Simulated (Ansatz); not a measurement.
`C=C(C)C=S` + H₂ → `C=S` + propene at 298.15 K and 1 bar (hydrogenolysis of a C–C bond).

Computed with Ansatz on PBE0-D4/def2-TZVP structures; ΔE is electronic, products minus reactants. CBS: MP2 limit from def2 TZ/QZ plus the TZ coupled-cluster correction, frozen cores. This one scheme is used for every species. Each species was taken in one conformer, which may not be the lowest.

```csv
species,CCSD(T)/CBS energy (Eh),H − E (kJ/mol),S (J/(mol·K))
`C=C(C)C=S`,-553.55954,248.2,319.0
H₂,-1.17544,35.1,130.4
`C=S`,-436.98974,75.3,230.7
`C=CC`,-117.74610,222.5,264.5
```

H − E and S are ideal-gas, rigid-rotor, harmonic terms from PBE0-D4/def2-TZVP, for one conformer and one mirror image of each species. The MP2-based limit puts H₂ 0.8 mEh under its directly extrapolated value; such offsets cancel only in part. 1 Eh = 2625.50 kJ/mol, R = 8.31446 J/(mol·K).

Task: By hand: ΔE, ΔH, ΔS and ΔG.

Result: ΔE = (-436.98974) + (-117.74610) − (-553.55954) − (-1.17544) = -0.00086 Eh = -2.3 kJ/mol. Δ(H − E) = 75.3 + 222.5 − 248.2 − 35.1 = 14.5, so ΔH = 12.2 kJ/mol. ΔS = 230.7 + 264.5 − 319.0 − 130.4 = 45.8 J/(mol·K). ΔG = 12.2 − 298.15 × (45.8)/1000 = -1.5 kJ/mol.

Task: By hand: the equilibrium constant, and the temperature at which ΔG would vanish if ΔH and ΔS stayed fixed.

Result: log₁₀ K = −ΔG/(RT ln 10) = 0.3. ΔG = 0 at ΔH/ΔS = 266 K.

TΔS isn't small against ΔH here. The sign of ΔG lies within the doubt. A doubt of 5 kJ/mol in ΔE shifts log₁₀ K by 0.9 here. Other conformers and mirror images would add mixing entropy, several J/(mol·K) or more a flexible species. These are equilibria of isolated gas molecules and say nothing of rates. Largest T1 diagnostic: 0.016 (customary marks: 0.02 for closed shells, 0.045 for open ones).
